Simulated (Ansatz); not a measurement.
# Point defect: Mg vacancy in Mg

The calculation used DFT PBEsol, scalar-relativistic, plane waves, PAW (Ansatz 0.2.0). Run with 420 eV cutoff, 3×3×3 k-mesh, Gaussian smearing of 0.10 eV, no spin polarisation.

Host crystal, relaxed:

```
Mg
1.0
     3.18873    0.00000    0.00000
    -1.59436    2.76152    0.00000
     0.00000    0.00000    5.10875
Mg
2
Direct
  0.33333 0.66667 0.25000
  0.66667 0.33333 0.75000
```

Supercell of 36 atoms, rows in host cell vectors: 0 -3 0; 3 3 0; 0 0 2. Atoms relax at the host's cell, keeping the symmetry that the supercell leaves at the site. The cell is small, so energies carry finite-size errors of tenths of an eV. The host is a metal. Atoms are taken from and returned to the elements' standard states.

Defect: Mg vacancy at (0.333, 0.667, 0.250) of the host cell.

**Question.** What is the formation energy of the neutral defect?

**Answer.** 1.02 eV.

**Question.** Does the neutral defect carry a moment, and how do its surroundings relax?

**Answer.** The neutral run had no spin polarisation, so a moment wasn't tested. The nearest neighbours before are 6 Mg at 3.15 Å, 6 Mg at 3.19 Å; after relaxation the atoms near the site are 6 Mg at 3.12 Å, 6 Mg at 3.17 Å; the largest move is 0.03 Å.

Cost: 2 runs of about 5.6 core-minutes in all, on Intel Xeon Processor @ 2.70GHz (shared hosts).